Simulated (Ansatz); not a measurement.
**HMgGe, quartet in 6-31G: errors against full CI**

Geometry: a point of a stretch scan, not a stationary point.

```xyz
3

Ge    0.0000    0.0000    5.1824
Mg    0.0000    0.0000   -1.7426
H     0.0000    0.0000   -3.4399
```

Basis 6-31G (Cartesian d functions); Ansatz 0.2.0. Correlated methods freeze the noble-gas cores and the filled d shells of p-block atoms, which leaves 7 electrons in 25 orbitals. Prefix R: restricted or restricted open-shell reference; prefix U: unrestricted. Active spaces: pair = (5e, 5o) about the gap; valence = (7e, 9o) chosen from the atoms' valence shells. No spin–orbit coupling is included, and no scalar relativity. The metal's outer-core shells are frozen, which leaves out core–valence correlation.

Full CI is exact within this basis and frozen core; it isn't the basis-set limit. The frozen core follows each run's orbitals, which can shift R against U totals by a few meV for light atoms and by up to 0.1 eV past Ca.

For open shells CISD is restricted-active-space CI with the open shells as a complete middle space.

```
UHF ⟨S²⟩                          : 3.760
T1 diagnostic (RCCSD)             : 0.0283
largest doubles amplitude (RCCSD) : 0.068
```

```tsv
level	E − E(RHF) (eV)
RMP2	-0.8665
RCCSD	-1.3355
RCCSD(T)	-1.3496
```

**Question.** Estimate how far full CI in 6-31G lies from RCCSD(T). The table doesn't fix it; the size of (T) and the diagnostics are the guide.

**Answer.** Full CI in 6-31G lies 8 meV below RCCSD(T), which is 57 % of the (T) step (-14 meV). The diagnostics give no warning, yet the rest is a sizeable part of (T).

The other levels:

| level | E − E(full CI) (meV) | share of correlation (%) | wall time |
| --- | --- | --- | --- |
| CISD | 64 | 95.29 | 1.6 s |
| BCCD(T) | 7 | 99.47 | 3.5 s |
| RCCSDT | 0 | 100.00 | – |
| RCCSDT(Q) | 0 | 100.00 | 7.5 s |
| CASSCF (pair space) | 918 | 32.41 | – |
| NEVPT2 (pair space) | 351 | 74.13 | 2.4 s |
| CASSCF (valence space) | 451 | 66.80 | – |
| NEVPT2 (valence space) | 142 | 89.53 | 3.4 s |
| MRCISD (valence space) | 8 | 99.44 | – |
| MRCISD+Q (valence space) | 2 | 99.88 | 4.6 s |

The correlation energy at full CI, counted from RHF, is -1.358 eV. That run took 77 s on 1 thread of AMD EPYC 9B14, shared host over 3,993,174 determinants.

Run but not shown, since their state, orbitals or frozen core can't be matched to the reference's or they repeat it: UHF, UMP2, UCCSD, UCCSD(T), UCCSDT, UCCSDT(Q).

Times hold each run's SCF and search for its determinant on a shared host, so for small cases they say little of a method's own cost; they ran on 1 thread of AMD EPYC 9B14.

The full-CI state has the irrep A2 of C2v, in the program's axes (one component, if the state is degenerate).

Natural occupations of full CI about the gap: 1.956 1.947 0.998 0.998 0.991 0.032 0.031 0.013 0.013 0.005; effectively unpaired electrons, Σ n²(2−n)², 3.03.
